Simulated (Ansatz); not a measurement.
## Anatase TiO2 (metastable phase)

The numbers are results of PBE (PAW; Ansatz, a first-principles code), not measurements.

Settings: plane-wave cutoff 500 eV, 14×14×14 k mesh, Fermi–Dirac smearing 0.05 eV, no spin polarisation, scalar-relativistic PAW data made under PBE.

Cell (relaxed at this level):

Space group I4₁/amd, origin choice 1 (No. 141); a = 3.7993 Å, b = 3.7993 Å, c = 9.6989 Å, α = 90.00°, β = 90.00°, γ = 90.00°

| atom | site | symmetry | x | y | z |
|---|---|---|---|---|---|
| Ti | 4a | -4m2 | 0.0000 | 0.0000 | 0.0000 |
| O | 8e | 2mm. | 0.0000 | 0.0000 | 0.2065 |
(The calculation used a cell of 6 atoms; values per cell refer to that cell.)

```yaml
band_gap: 2.12 eV (on the SCF k mesh)
```

Measured, for comparison: band gap 3.42 eV (low temperature, zero-point motion not removed, gap of extended states, from the Urbach tail; as tabulated in Kang and Hybertsen (2010), arXiv:1006.4085). Computed (rounded) less measured: band gap -1.30 eV.

Computing time: around 100 core-seconds (rough).
